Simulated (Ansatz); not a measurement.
PH₄⁺, singlet: the ladder up to full CI

Geometry: a point of a breathe scan, not a stationary point.

```xyz
5

P     0.0000    0.0000    0.0000
H     1.6087    1.6149    1.6113
H    -1.6163   -1.6067    1.6119
H    -1.6070    1.6084   -1.6195
H     1.6146   -1.6166   -1.6038
```

Basis 6-31G; Ansatz 0.2.0. Only valence electrons are correlated (noble-gas cores frozen), which leaves 8 electrons in 16 orbitals. R marks a restricted (for open shells ROHF) determinant, U an unrestricted one. Active spaces: valence = (8e, 8o) chosen from the atoms' valence shells; pair = (2e, 2o) about the gap.

Full CI is exact within this basis and frozen core; it isn't the basis-set limit. The frozen core follows each run's orbitals, which can shift R against U totals by a few meV.

Unrestricted rows (U) aren't spin-pure: their determinants' ⟨S²⟩ exceeds S(S+1) by up to 2.81, so they mix in states of higher spin.

RHF is unstable: UHF (⟨S²⟩ = 2.81) lies 7.63 eV below the lowest RHF solution. Higher spins weren't run at this geometry and may lie near or lower.

```
UHF ⟨S²⟩                          : 2.809
T1 diagnostic (RCCSD)             : 0.0508
largest doubles amplitude (RCCSD) : 0.260
```

```json
{"level": "UHF", "E − E(RHF) (eV)": "-7.6333"}
{"level": "RMP2", "E − E(RHF) (eV)": "-5.2556"}
{"level": "RCCSD*", "E − E(RHF) (eV)": "-7.5780"}
{"level": "RCCSD(T)*", "E − E(RHF) (eV)": "-8.4448"}
```

Problem. Estimate how far full CI in 6-31G lies from RCCSD(T). The table doesn't fix it; the size of (T) and the diagnostics are the guide.

Solution. Full CI in 6-31G lies 48.5 kJ/mol below RCCSD(T), which is 58 % of the (T) step (-83.6 kJ/mol). More than one determinant leads, and the rest is a large part of (T). The miss exceeds 1 kcal/mol.

The other levels:

```csv
level,E − E(full CI) (kJ/mol),share of correlation (%),wall time
CISD,299.3,65.33,0.24 s
BCCD(T)*,43.5,94.96,0.63 s
RCCSDT,27.2,96.85,–
CISDTQ,66.2,92.34,1.3 s
RCCSDT(Q),4.4,99.49,0.96 s
RCCSDTQ,3.0,99.65,4.3 s
CASSCF (valence space),32.8,96.20,–
NEVPT2 (valence space),9.3,98.92,2 s
MRCISD (valence space),0.8,99.91,–
MRCISD+Q (valence space),0.5,99.94,2.6 s
```

An asterisk marks runs whose energy the program itself flagged as in doubt.

The correlation energy at full CI, counted from RHF, is -8.947 eV. That run took 8.5 s on 1 thread of Arm Neoverse V2, shared host over 828,944 determinants.

Run but not shown, since their state, orbitals or frozen core can't be matched to the reference's or they repeat it: UMP2, UCCSD, UCCSD(T), UCCSDT, UCCSDT(Q), UCCSDTQ, CASSCF (pair space), NEVPT2 (pair space), MRCISD (pair space), MRCISD+Q (pair space).

Times hold each run's SCF and search for its determinant on a shared host, so for small cases they say little of a method's own cost; they ran on 1 thread of Arm Neoverse V2.

The full-CI state has the irrep A1 of C2v, in the program's axes (one component, if the state is degenerate).

Natural occupations of full CI about the gap: 1.957 1.401 1.401 1.401 0.732 0.365 0.365 0.365 0.004 0.003; effectively unpaired electrons, Σ n²(2−n)², 4.05. No single determinant describes this state well, so single-reference rows can miss without a flag.
